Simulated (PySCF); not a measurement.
Choosing a molecule for a target property.

All species are isolated and taken at one optimised geometry, non-relativistic unless stated; the electronic structure was computed with PySCF and density fitting.

The conformers computed, where there is a choice (atom-mapped SMILES and torsion angles):
- `[CH2:1]=[C:2]([F:3])/[CH:4]=[CH:5]/[F:6]`: C1–C2–C4–C5 180°
- `[CH2:1]=[C:2]=[CH:3][CH:4]([F:5])[F:6]`: C2–C3–C4–F5 -121°

(1) Wanted: static isotropic polarisability below 60 au (PBE0/def2-SVPD) and dipole moment above 2 D (PBE0/def2-SVPD), at GFN2-xTB geometries. Which candidate meets both?
A. `N=O` (HNO)
B. `C=C(F)/C=C/F` (C4H4F2)
C. `Cl/C=C1C=C/1Cl` (C4H2Cl2)
D. `C=C=CC(F)F` (C4H4F2)

## Answers

(1) D. Computed values:
| species | static isotropic polarisability | dipole moment |
| --- | --- | --- |
| N=O (HNO) | 14.3 au | 1.76 D |
| C=C=CC(F)F (C4H4F2) | 53.0 au | 2.81 D |
| C=C(F)/C=C/F (C4H4F2) | 54.8 au | 1.14 D |
| Cl/C=C1C=C/1Cl (C4H2Cl2) | 74.8 au | 3.35 D |
